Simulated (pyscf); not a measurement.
## Substitution at O: H₃C–CH₂–O–SiH₃ (SMILES CCO[SiH3]) + H• (SMILES [H]) → •H₂C–CH₃ (SMILES [CH2]C) + HO–SiH₃ (SMILES O[SiH3])

Gas phase, doublet surface, charge 0. Bonds broken: C2–O3. Bonds formed: O3–H10. Optimised with ωB97X-D3(BJ)/def2-SVP in PySCF.

Transition state (Å):

```xyz
13

C      1.3000    -0.2200     1.3804
C     -0.1612    -0.4901     1.1502
O     -0.5609     0.0406    -0.4099
Si    -0.7929     1.7291    -0.7125
H      1.9130    -0.6907     0.5968
H      1.6264    -0.6265     2.3547
H      1.5151     0.8604     1.3835
H     -0.4266    -1.5501     1.0727
H     -0.8487     0.0462     1.8153
H     -0.7240    -0.2763    -1.5647
H      0.2626     2.3086    -1.5882
H     -2.1450     2.0558    -1.2416
H     -0.6645     2.3302     0.6472
```

One imaginary mode, 1666i cm⁻¹; descent along it reached the two sides named.

| bond | change | reactant side (Å) | saddle | product side |
|---|---|---|---|---|
| C2–O3 | breaks | 1.414 | 1.696 | 3.2 |
| O3–H10 | forms | 3.2 | 1.209 | 0.962 |

Electronic energies relative to the separated reactants (kcal/mol):

```csv
level,barrier,reaction energy,reverse barrier
ωB97X-D3(BJ)/def2-TZVP,28.8,-21.9,50.7
PBE/def2-TZVP,15.3,-23.8,39.0
r²SCAN/def2-TZVP,17.0,-27.5,44.5
B3LYP-D3(BJ)/def2-TZVP,19.8,-25.9,45.7
PBE0-D3(BJ)/def2-TZVP,22.4,-23.0,45.4
M06-2X/def2-TZVP,26.5,-22.0,48.5
ωB97M-D3(BJ)/def2-TZVP,25.4,-23.8,49.2
HF/def2-TZVP,49.5,-27.4,76.9
```

With ωB97M-D3(BJ)/def2-TZVP energies and thermal terms (ideal gas, 1 atm, RRHO with modes under 100 cm⁻¹ raised to 100, one conformer, R ln 2 for chiral ones without a mode under 150 cm⁻¹), in kcal/mol:

```csv
T (K),ΔH‡,ΔG‡,ΔH,ΔG
298,24.2,30.9,-22.7,-28.2
600,24.2,37.6,-23.1,-33.6
900,24.1,44.3,-24.0,-38.6
1200,23.9,51.1,-25.1,-43.3
```

Abstraction by the radical was not located in this set and often lies lower. H₃C–CH₂–O–SiH₃ lies 18.1 kcal/mol over its isomer H₃C–CH₂–SiH₂–OH (electronic energy, ωB97M-D3(BJ)). This is the saddle that the search found; another between the same sides may lie lower. The angle at the attacked O is 146°.
